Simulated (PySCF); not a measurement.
# Vertical excitation energies

Compound: C₅H₉N.
InChI=1S/C5H9N/c1-4(2)5(3)6/h6H,1H2,2-3H3/b6-5-

Method used: TDDFT PBE0/def2-SVPD, vertical, gas phase, core orbitals frozen in the response in PySCF 2.14.0, density-fitted response routines. Geometry: GFN2-xTB, one conformer, isolated molecule. Torsions of this conformer, `[H]/[N:6]=[C:4](\[C:2](=[CH2:1])[CH3:3])[CH3:5]`: C1–C2–C4–C5 143°.

```json
{"state": "S1", "λ (nm)": "267.0", "E (eV)": "4.64", "f": "0.0031", "main configurations (H = HOMO, L = LUMO)": "H→L (80%), H-1→L (17%)"}
{"state": "S2", "λ (nm)": "207.8", "E (eV)": "5.97", "f": "0.169", "main configurations (H = HOMO, L = LUMO)": "H-1→L (79%), H→L (16%)"}
{"state": "S3", "λ (nm)": "184.5", "E (eV)": "6.72", "f": "0.0036", "main configurations (H = HOMO, L = LUMO)": "H→L+1 (94%)"}
{"state": "S4", "λ (nm)": "179.8", "E (eV)": "6.89", "f": "0.012", "main configurations (H = HOMO, L = LUMO)": "H→L+2 (86%)"}
{"state": "S5", "λ (nm)": "175.1", "E (eV)": "7.08", "f": "0.021", "main configurations (H = HOMO, L = LUMO)": "H-2→L (67%), H-1→L+2 (20%), H-1→L+1 (8%)"}
{"state": "S6", "λ (nm)": "172.9", "E (eV)": "7.17", "f": "0.022", "main configurations (H = HOMO, L = LUMO)": "H-1→L+1 (84%)"}
```

Triplets, Tamm–Dancoff:

```
state  E (eV)  λ (nm)  main configurations (H = HOMO, L = LUMO)
   T1    3.62   342.3                    H→L (75%), H-1→L (18%)
   T2    4.11   301.8                    H-1→L (72%), H→L (18%)
```

The lowest singlet lies at 4.64 eV (267 nm, ultraviolet) and is very weak; its leading configuration is HOMO→LUMO (80%). The most intense listed level is S2 at 5.97 eV (208 nm, f = 0.169), 1.32 eV above S1. Löwdin shares by element: HOMO nitrogen 49%, carbon 34% or more (atoms not listed hold the other 17%); LUMO carbon 60% or more, nitrogen 20% (atoms not listed hold the other 20%). Orbital energies (eV): HOMO-3 -10.32, HOMO-2 -9.09, HOMO-1 -7.65, HOMO -7.17, LUMO -0.92, LUMO+1 0.62, LUMO+2 1.26. The oscillator strengths of these states sum to 0.231; summed over the whole spectrum of an exact calculation they would give the number of electrons, 46 (Thomas–Reiche–Kuhn). Weighted by f, the mean energy of these states is 6.23 eV. The window holds the lowest 6 singlets.
